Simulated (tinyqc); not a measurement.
Worked calculation: RKS/exchange-only LDA in the sto-3g basis, for OH-, spin multiplicity 1. The basis has no diffuse functions, so it cannot describe the extra electron: this is an exercise in the method, not the real anion. One step of it, computed by the program tinyqc.

Problem. Iteration 1: building the Kohn-Sham matrix. J_ij = sum D_kl (ij|kl); F = H + J + V_xc; E = tr D H + tr D J / 2 + E_xc + E_nn.

D at the start, lower triangle:
```
            1O 1s      1O 2s    1O 2px    1O 2py     1O 2pz     2H 1s
1O 1s    2.122019
1O 2s   -0.520210   2.216734
1O 2px   0.000000   0.000000  2.000000
1O 2py   0.000000   0.000000  0.000000  2.000000
1O 2pz  -0.018441   0.101225  0.000000  0.000000   2.101574
2H 1s    0.048573  -0.203004  0.000000  0.000000  -0.242958  0.044634
```

core Hamiltonian H = T + V (hartree), lower triangle:
```
             1O 1s      1O 2s     1O 2px     1O 2py     1O 2pz      2H 1s
1O 1s   -32.020755
1O 2s    -7.447074  -8.648821
1O 2px    0.000000   0.000000  -6.836444
1O 2py    0.000000   0.000000   0.000000  -6.836444
1O 2pz   -0.008352  -0.104459   0.000000   0.000000  -6.893820
2H 1s    -0.755072  -1.887814   0.000000   0.000000  -1.485629  -3.680935
```

Two-electron integrals (ij|kl) in chemists' order, unique and non-zero (hartree):
```
(11|11) 4.785065   (21|11) 0.741380   (21|21) 0.136873   (22|11) 1.118947
(22|21) 0.256633   (22|22) 0.817206   (31|31) 0.024477   (32|31) 0.037809
(32|32) 0.180518   (33|11) 1.115814   (33|21) 0.256684   (33|22) 0.817023
(33|33) 0.880159   (41|41) 0.024477   (42|41) 0.037809   (42|42) 0.180518
(43|43) 0.047444   (44|11) 1.115814   (44|21) 0.256684   (44|22) 0.817023
(44|33) 0.785270   (44|44) 0.880159   (51|51) 0.024477   (52|51) 0.037809
(52|52) 0.180518   (53|53) 0.047444   (54|54) 0.047444   (55|11) 1.115814
(55|21) 0.256684   (55|22) 0.817023   (55|33) 0.785270   (55|44) 0.785270
(55|55) 0.880159   (61|11) 0.075249   (61|21) 0.013793   (61|22) 0.025757
(61|33) 0.025709   (61|44) 0.025709   (61|51) 0.000604   (61|52) 0.001147
(61|55) 0.025855   (61|61) 0.001406   (62|11) 0.213509   (62|21) 0.049718
(62|22) 0.179251   (62|33) 0.176035   (62|44) 0.176035   (62|51) 0.003692
(62|52) 0.030268   (62|55) 0.185501   (62|61) 0.005116   (62|62) 0.052013
(63|31) 0.004814   (63|32) 0.029411   (63|53) 0.006012   (63|63) 0.006826
(64|41) 0.004814   (64|42) 0.029411   (64|54) 0.006012   (64|64) 0.006826
(65|11) 0.167130   (65|21) 0.039376   (65|22) 0.151683   (65|33) 0.145119
(65|44) 0.145119   (65|51) 0.007327   (65|52) 0.053096   (65|55) 0.164636
(65|61) 0.004197   (65|62) 0.053612   (65|65) 0.061516   (66|11) 0.401652
(66|21) 0.094985   (66|22) 0.394885   (66|33) 0.380919   (66|44) 0.380919
(66|51) 0.007815   (66|52) 0.091170   (66|55) 0.422403   (66|61) 0.009814
(66|62) 0.155522   (66|65) 0.183461   (66|66) 0.774606
```

nuclear repulsion = 3.24399823 hartree

V_xc (hartree), lower triangle:
```
            1O 1s      1O 2s     1O 2px     1O 2py     1O 2pz      2H 1s
1O 1s   -2.832186
1O 2s   -0.407946  -0.767466
1O 2px   0.000000   0.000000  -0.762796
1O 2py   0.000000   0.000000   0.000000  -0.762796
1O 2pz  -0.000693   0.001051   0.000000   0.000000  -0.761894
2H 1s   -0.041686  -0.136838   0.000000   0.000000  -0.099028  -0.145565
```

E_xc = sum of w rho eps_xc = -8.88433345 hartree

Give: Coulomb J; Kohn-Sham matrix F; total energy of this density.

Solution.

Coulomb J (hartree), lower triangle:
```
         1O 1s  1O 2s  1O 2px  1O 2py  1O 2pz  2H 1s
1O 1s   18.529
1O 2s    3.532  8.778
1O 2px   0.000  0.000   8.771
1O 2py   0.000  0.000   0.000   8.771
1O 2pz   0.002  0.001   0.000   0.000   8.769
2H 1s    0.356  1.859   0.000   0.000   1.544  3.942
```

Kohn-Sham matrix F (hartree), lower triangle:
```
          1O 1s   1O 2s  1O 2px  1O 2py  1O 2pz  2H 1s
1O 1s   -16.324
1O 2s    -4.323  -0.639
1O 2px    0.000   0.000   1.171
1O 2py    0.000   0.000   0.000   1.171
1O 2pz   -0.007  -0.102   0.000   0.000   1.113
2H 1s    -0.440  -0.166   0.000   0.000  -0.041  0.115
```

total energy of this density = -71.95834 hartree
